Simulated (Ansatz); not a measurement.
A nudged elastic band was laid between two geometries of CHS2 (4 atoms, charge -1, multiplicity 1).

All numbers below come from RKS B3LYP/def2-SVPD in Ansatz 0.2.0.

```json
{"movable images": "7", "climbing image": "yes", "spring": "5.0 eV/Å²", "optimiser": "quadratic models (default)", "start path": "through a guess of the saddle point", "force threshold": "0.05 eV/Å", "iteration limit": "60", "end points": "relaxed"}
```

Initial state:

```xyz
4
Properties=species:S:1:pos:R:3
S 1.478 -0.526 -0.547
C -0.014 -0.022 0.071
S -1.251 0.889 -0.634
H -0.213 -0.341 1.109
```

Final state:

```xyz
4
Properties=species:S:1:pos:R:3
S 0.924 -0.451 -0.042
C -0.729 0.319 0.123
S -1.184 1.119 -1.285
H 0.988 -0.987 1.204
```

Task: Which bonds break or form, and what moves?

Result: Bonds broken: C2–H4. Bonds formed: S1–H4.

Task: What energy profile does the band end with?

Result: It converged. The highest image is number 4 of 0 to 8, 72.8 kcal/mol above the first end and 25.3 kcal/mol above the last; the last end lies 47.5 kcal/mol above the first. Neighbouring images differ by up to 1.3 eV, so the band resolves the path poorly. A vibrational analysis at the climbing image gives one clearly imaginary mode, 1604i cm⁻¹: a first-order saddle point. The orbitals stay closed-shell, which can raise the energy where a bond breaks towards radicals; this wasn't checked here. Limits of this set-up: the dipole of an ion depends on the origin.

| image | path coordinate (Å) | energy (kcal/mol) | C2–H4 (Å) | S1–H4 (Å) |
| --- | --- | --- | --- | --- |
| 0 | 0.00 | 0.0 | 1.10 | 2.37 |
| 1 | 0.26 | 7.7 | 1.11 | 2.14 |
| 2 | 0.52 | 29.5 | 1.14 | 1.90 |
| 3 | 0.78 | 58.4 | 1.26 | 1.67 |
| 4 | 1.05 | 72.8 | 1.49 | 1.47 |
| 5 | 1.27 | 66.0 | 1.74 | 1.37 |
| 6 | 1.50 | 56.5 | 1.99 | 1.34 |
| 7 | 1.73 | 49.9 | 2.21 | 1.34 |
| 8 | 1.95 | 47.5 | 2.41 | 1.36 |

Task: What is the geometry of the highest image?

Result: 
```xyz
4
Properties=species:S:1:pos:R:3:forces:R:3
S 1.246 -0.553 -0.190 0.04 -0.01 -0.01
C -0.436 0.159 0.152 -0.02 0.00 0.01
S -1.255 1.040 -1.000 0.00 -0.01 0.01
H 0.445 -0.645 1.039 -0.02 0.02 -0.01
```

The band took 7 iterations and roughly 120 core-seconds.

Time of the run: 62 s on 2 threads of Arm Neoverse V1, on a shared host, peak memory 0.15 GiB.
